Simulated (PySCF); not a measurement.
**BH⁻, quartet: stretch scan**

Starting geometry (PBE0/def2-TZVPD stationary point for this spin):

```
atom   x (Å)   y (Å)   z (Å)
   B  0.0000  0.0000  0.0000
   H  0.0000  0.0000  1.2058
```

From there H2 moves along the line of the two atoms named below, all else staying in place; atoms are numbered as listed. Energies are in kJ/mol, counted from the starting geometry at the same level.

Basis aug-cc-pVDZ; PySCF 2.14.0. Only valence electrons are correlated (noble-gas cores frozen). Prefix R: restricted or restricted open-shell reference; prefix U: unrestricted.

Full CI is exact within this basis and frozen core; it isn't the basis-set limit. The frozen core follows each run's orbitals, which can shift R against U totals by a few meV.

```json
{"distance B1-H2 (Å)": "0.977", "full CI": "97.2", "unpaired electrons (full CI)": "3.01", "error RHF": "-9.1", "error RMP2": "-3.6", "error UCCSD": "-1.3", "error RCCSD(T)": "-0.4", "error UCCSD(T)": "-0.4", "error RCCSDT": "-0.1"}
{"distance B1-H2 (Å)": "1.069", "full CI": "31.5", "unpaired electrons (full CI)": "3.01", "error RHF": "-5.8", "error RMP2": "-2.4", "error UCCSD": "-0.8", "error RCCSD(T)": "-0.2", "error UCCSD(T)": "-0.3", "error RCCSDT": "0.0"}
{"distance B1-H2 (Å)": "1.206", "full CI": "0.0", "unpaired electrons (full CI)": "3.02", "error RHF": "0.0", "error RMP2": "0.0", "error UCCSD": "0.0", "error RCCSD(T)": "0.0", "error UCCSD(T)": "0.0", "error RCCSDT": "0.0"}
{"distance B1-H2 (Å)": "1.352", "full CI": "13.0", "unpaired electrons (full CI)": "3.02", "error RHF": "7.0", "error RMP2": "3.6", "error UCCSD": "1.1", "error RCCSD(T)": "0.4", "error UCCSD(T)": "0.4", "error RCCSDT": "0.1"}
{"distance B1-H2 (Å)": "1.485", "full CI": "43.6", "unpaired electrons (full CI)": "3.03", "error RHF": "14.1", "error RMP2": "8.2", "error UCCSD": "2.4", "error RCCSD(T)": "0.8", "error UCCSD(T)": "0.8", "error RCCSDT": "0.1"}
{"distance B1-H2 (Å)": "1.651", "full CI": "89.2", "unpaired electrons (full CI)": "3.04", "error RHF": "24.1", "error RMP2": "16.2", "error UCCSD": "4.2", "error RCCSD(T)": "1.5", "error UCCSD(T)": "1.4", "error RCCSDT": "0.2"}
{"distance B1-H2 (Å)": "1.910", "full CI": "153.0", "unpaired electrons (full CI)": "3.07", "error RHF": "43.4", "error RMP2": "34.6", "error UCCSD": "5.9", "error RCCSD(T)": "2.8", "error UCCSD(T)": "2.2", "error RCCSDT": "0.5"}
{"distance B1-H2 (Å)": "2.262", "full CI": "204.6", "unpaired electrons (full CI)": "3.09", "error RHF": "36.2", "error RMP2": "31.9", "error UCCSD": "6.1", "error RCCSD(T)": "2.3", "error UCCSD(T)": "2.4", "error RCCSDT": "0.3"}
{"distance B1-H2 (Å)": "2.601", "full CI": "224.1", "unpaired electrons (full CI)": "3.08", "error RHF": "19.1", "error RMP2": "22.6", "error UCCSD": "4.5", "error RCCSD(T)": "1.8", "error UCCSD(T)": "1.8", "error RCCSDT": "0.2"}
{"distance B1-H2 (Å)": "3.204", "full CI": "234.7", "unpaired electrons (full CI)": "3.07", "error RHF": "10.0", "error RMP2": "18.2", "error UCCSD": "2.8", "error RCCSD(T)": "1.1", "error UCCSD(T)": "1.1", "error RCCSDT": "0.1"}
{"distance B1-H2 (Å)": "4.202", "full CI": "239.2", "unpaired electrons (full CI)": "3.07", "error RHF": "6.9", "error RMP2": "17.1", "error UCCSD": "2.2", "error RCCSD(T)": "0.9", "error UCCSD(T)": "0.9", "error RCCSDT": "0.1"}
```

Unpaired electrons are Σ n²(2−n)² over natural occupations. Errors are those of relative energies. In total energy the starting point itself misses full CI by: RHF 207.8, RMP2 50.9, UCCSD 7.6, RCCSD(T) 2.0, UCCSD(T) 2.0, RCCSDT 0.3 kJ/mol.

Spread of the error over the points with a reference, to 4.202 Å (largest less smallest): RCCSDT 0.5, UCCSD(T) 2.8, RCCSD(T) 3.2, UCCSD 7.4, RMP2 38.2, RHF 52.5 kJ/mol.

Going outwards, the relative energy of RMP2 first misses by more than 4.2 kJ/mol (1 kcal/mol) at 1.485 Å.

Going outwards, the relative energy of UCCSD first misses by more than 4.2 kJ/mol (1 kcal/mol) at 1.910 Å.
